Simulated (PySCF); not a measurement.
Molecule: `CC(C)=N`, C₃H₇N.

Bonds (- single, = double, # triple, : aromatic): C1-C2 1.502 Å, C2-C3 1.506 Å, C2=N4 1.272 Å. C1 carries H5, H6, H7; C3 carries H8, H9, H10; N4 carries H11.

Geometry PBE0-D3(BJ)/def2-SVP throughout; GIAO in PySCF, gas phase, one conformer, non-relativistic; equivalent atoms averaged; basis pcSseg-2.

For orientation, BLYP gives these shifts δ (against TMS, NH3 at the same level): C2 188.4, C3 33.2, C1 29.0, N4 349.5, H11 9.01, H5/H6/H7 2.01, H8/H9/H10 2.00 ppm.

A run gave: C2 180.4, C3 32.2, C1 28.2, N4 335.9, H11 9.27, H5/H6/H7 1.97, H8/H9/H10 1.96 ppm (shifts δ (against TMS, NH3 at the same level)).

Which functional was used in that run?
A. CAM-B3LYP
B. OPBE
C. PBE0
D. B3LYP
E. mPW1PW91

## Answers

B. C2 tells them apart best: OPBE gives 180.4, CAM-B3LYP gives 192.9, B3LYP gives 190.0, PBE0 gives 189.0, mPW1PW91 gives 189.2 ppm.
